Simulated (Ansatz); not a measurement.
**Molecular dynamics of CH₆AlN**

Input:

```yaml
crystal:
  periodic: [false, false, false]
  atoms:
    - { symbol: Al, position_ang: [-0.025319, -0.161675, -0.041425] }
    - { symbol: H, position_ang: [-0.127501, -0.55005, 1.512307] }
    - { symbol: C, position_ang: [1.685483, 0.066901, -1.003733] }
    - { symbol: H, position_ang: [2.263769, -0.883627, -1.013164] }
    - { symbol: H, position_ang: [1.55712, 0.390084, -2.05849] }
    - { symbol: H, position_ang: [2.331376, 0.817906, -0.49765] }
    - { symbol: "N", position_ang: [-1.58937, 0.058336, -0.896676] }
    - { symbol: H, position_ang: [-2.510991, -0.046212, -0.464463] }
    - { symbol: H, position_ang: [-1.703967, 0.308235, -1.882505] }
basis:
  gaussian: { orbitals: def2-SVP }
hamiltonian:
  xc: revpbe
md:
  timestep: 3.0
  n_steps: 40
  ensemble: nvt_langevin
  temperature: 500.0
  initial_velocities: maxwell_boltzmann
  seed: 623498
  friction: 0.02
```

Command:

```bash
$ ansatz run input.yaml --threads 1 --pin off --max-ram 2048MiB --backend cpu --events-out ev --progress --plain --runs-dir out
```

It starts from a relaxed structure.

Output, in part (one step line in 2, the closing report, with atoms numbered from 0):

```
md step     0: t =     0.00 fs  T =   444.4 K  F+E_penalty+E_count = -9216.43950631 eV  E_kin = 0.517040 eV  (26 SCF iters)
md step     2: t =     6.00 fs  T =   205.4 K  F+E_penalty+E_count = -9215.40153292 eV  E_kin = 0.238985 eV  (33 SCF iters)
md step     4: t =    12.00 fs  T =   431.8 K  F+E_penalty+E_count = -9215.79023863 eV  E_kin = 0.502347 eV  (34 SCF iters)
md step     6: t =    18.00 fs  T =   403.5 K  F+E_penalty+E_count = -9214.72751222 eV  E_kin = 0.469393 eV  (32 SCF iters)
md step     8: t =    24.00 fs  T =  8923.3 K  F+E_penalty+E_count = -9211.43145468 eV  E_kin = 10.380821 eV  (32 SCF iters)
md step    10: t =    30.00 fs  T = 38462.4 K  F+E_penalty+E_count = -9205.64054301 eV  E_kin = 44.744799 eV  (45 SCF iters)
md step    12: t =    36.00 fs  T = 31357.5 K  F+E_penalty+E_count = -9205.43784770 eV  E_kin = 36.479456 eV  (41 SCF iters)
md step    14: t =    42.00 fs  T = 37618.4 K  F+E_penalty+E_count = -9202.02885347 eV  E_kin = 43.763026 eV  (127 SCF iters)
md step    16: t =    48.00 fs  T = 69651.5 K  F+E_penalty+E_count = -9196.96630756 eV  E_kin = 81.028354 eV  (180 SCF iters)
md step    18: t =    54.00 fs  T = 55653.0 K  F+E_penalty+E_count = -9196.29106384 eV  E_kin = 64.743337 eV  (206 SCF iters)
md step    20: t =    60.00 fs  T = 44424.5 K  F+E_penalty+E_count = -9195.76248417 eV  E_kin = 51.680746 eV  (438 SCF iters)
md step    22: t =    66.00 fs  T = 35331.2 K  F+E_penalty+E_count = -9195.14755981 eV  E_kin = 41.102166 eV  (177 SCF iters)
md step    24: t =    72.00 fs  T = 27983.2 K  F+E_penalty+E_count = -9196.25825442 eV  E_kin = 32.553956 eV  (214 SCF iters)
md step    26: t =    78.00 fs  T = 32893.6 K  F+E_penalty+E_count = -9192.30774654 eV  E_kin = 38.266421 eV  (1363 SCF iters)
md step    28: t =    84.00 fs  T = 25124.5 K  F+E_penalty+E_count = -9191.13882457 eV  E_kin = 29.228319 eV  (236 SCF iters)
md step    30: t =    90.00 fs  T = 20691.2 K  F+E_penalty+E_count = -9191.22912368 eV  E_kin = 24.070874 eV  (207 SCF iters)
md step    32: t =    96.00 fs  T = 16596.3 K  F+E_penalty+E_count = -9191.50624997 eV  E_kin = 19.307148 eV  (246 SCF iters)
md step    34: t =   102.00 fs  T = 13057.7 K  F+E_penalty+E_count = -9191.40254263 eV  E_kin = 15.190546 eV  (1174 SCF iters)
md step    36: t =   108.00 fs  T = 10848.8 K  F+E_penalty+E_count = -9191.07534284 eV  E_kin = 12.620807 eV  (174 SCF iters)
md step    38: t =   114.00 fs  T =  9071.7 K  F+E_penalty+E_count = -9191.40619646 eV  E_kin = 10.553520 eV  (174 SCF iters)
md step    40: t =   120.00 fs  T =  7505.0 K  F+E_penalty+E_count = -9191.67548730 eV  E_kin = 8.730814 eV  (1395 SCF iters)
Total energy: -9191.67563521 eV, -337.7878492526 hartree
Atom 0 at    -0.155966    -0.159526    -0.190261 Å, force     0.944063    -0.379344     0.570091 eV/Å
Atom 1 at     1.147938    -1.053452    -0.930320 Å, force    -1.013653     0.640108     0.494871 eV/Å
Atom 2 at    -1.183416     0.971253    -1.370652 Å, force    -0.059260    -0.406621    -0.908535 eV/Å
Atom 3 at    -2.338988   -12.004358   -11.382666 Å, force     0.000007     0.000085     0.000062 eV/Å
Atom 4 at    -1.716462     1.313668    -2.344412 Å, force     0.336534    -0.085853     1.614209 eV/Å
Atom 5 at    29.993316     3.840300    31.435964 Å, force    -0.000002     0.000001    -0.000002 eV/Å
Atom 6 at    -0.517062    -0.003600     1.716343 Å, force    -0.207744     0.231614    -1.770782 eV/Å
Atom 7 at   -11.830135     2.145733   -15.834818 Å, force     0.000054     0.000007     0.000082 eV/Å
Atom 8 at     0.129668     3.500586   -44.519409 Å, force     0.000001     0.000003     0.000004 eV/Å
Dipole moment:    -0.416827     0.191361     0.181053 e Å
```

All steps were run. The temperature shot up to 80000 K, far beyond the bath's, so the integration failed: the time step of 3 fs is too long for the fastest motions that this run met, and the later frames carry no physical meaning.

Parted: C3–H4 1.11 → 16.43 Å, C3–H6 1.11 → 45.35 Å, N7–H8 1.02 → 20.99 Å, N7–H9 1.02 → 46.37 Å. It ends as CH2AlN + H + H + H + H. Pairs count as bonded within 1.25 times the sum of covalent radii (0.12 Å more for H–H).

Last frame:

```xyz
9
Properties=species:S:1:pos:R:3
Al -0.156 -0.160 -0.190
H 1.148 -1.054 -0.930
C -1.183 0.971 -1.371
H -2.339 -12.004 -11.383
H -1.716 1.314 -2.344
H 29.993 3.840 31.436
N -0.517 -0.004 1.716
H -11.830 2.146 -15.835
H 0.130 3.501 -44.519
```

Time of the run: 11 min on 1 thread of Arm Neoverse N1, with other jobs on the host, peak memory 0.13 GiB.
